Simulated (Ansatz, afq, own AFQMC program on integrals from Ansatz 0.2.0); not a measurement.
## MgSe⁺, doublet → MgSe⁺, quartet

| atom | x (Å) | y (Å) | z (Å) |
| --- | --- | --- | --- |
| Se | 0.0000 | 0.0000 | 0.0000 |
| Mg | 0.0000 | 0.0000 | 2.3695 |

E(quartet, charge +1) − E(doublet, charge +1) at this geometry, on UHF and UHF determinants.

Basis 6-31G. Noble-gas cores (and the filled d shells of Ga–Kr and In–Xe) are frozen. Ansatz 0.2.0 and our own AFQMC program on the same integrals; the CISD trial comes from CCSD amplitudes, and released means the phaseless constraint is let go. ± is one standard error of the sampling. No spin–orbit coupling. The errors of all members are added in quadrature.

Full CI on the same integrals is exact in this basis and with this determinant's frozen core.

Errors are counted within 6-31G, not against nature.

Cautions: inner d shell frozen; no relativity below Rb; no spin-orbit coupling; MgSe⁺ (doublet): unrestricted determinant slightly spin contaminated (⟨S²⟩ 0.83 against 0.75), the ph-AFQMC/HF walk drifts between its halves (2.0 errors); MgSe⁺ (quartet): another spin lies lower; core correlation is missing, and it shifts such a gap most where an s electron is promoted.

```csv
level,vertical spin gap (kJ/mol)
HF,39.1
MP2,87.4
```

(1) From these cheaper values, estimate the vertical spin gap at the reference level in 6-31G.

(1) 102.5 kJ/mol (full CI in 6-31G).

| level | vertical spin gap (kJ/mol) | error against FCI (kJ/mol) |
| --- | --- | --- |
| CCSD | 97.9 | -4.6 |
| CCSD(T) | 101.4 | -1.1 |
| CCSDT | 102.6 | 0.1 |
| CCSDT(Q) | 102.8 | 0.3 |
| ph-AFQMC/CISD | 101.8 ± 0.5 | -0.7 ± 0.5 |
| released AFQMC | 102.8 ± 0.5 | 0.3 ± 0.5 |

Correlation beyond CCSD(T) adds 1.1 kJ/mol. The perturbative (T) step is worth +3.5 kJ/mol.

CCSDT and higher add their correlation energy to the determinant of the CCSD(T) run, since their own runs factorise the integrals more tightly (a shift of under 2 meV). A walk keeps the symmetry of its determinant, which the program's search chose and which needn't be the lowest solution, so a lower state of the same spin and another symmetry isn't excluded. Released energies are given only where the last usable release times agree within the noise; a slower fall can still hide under it.
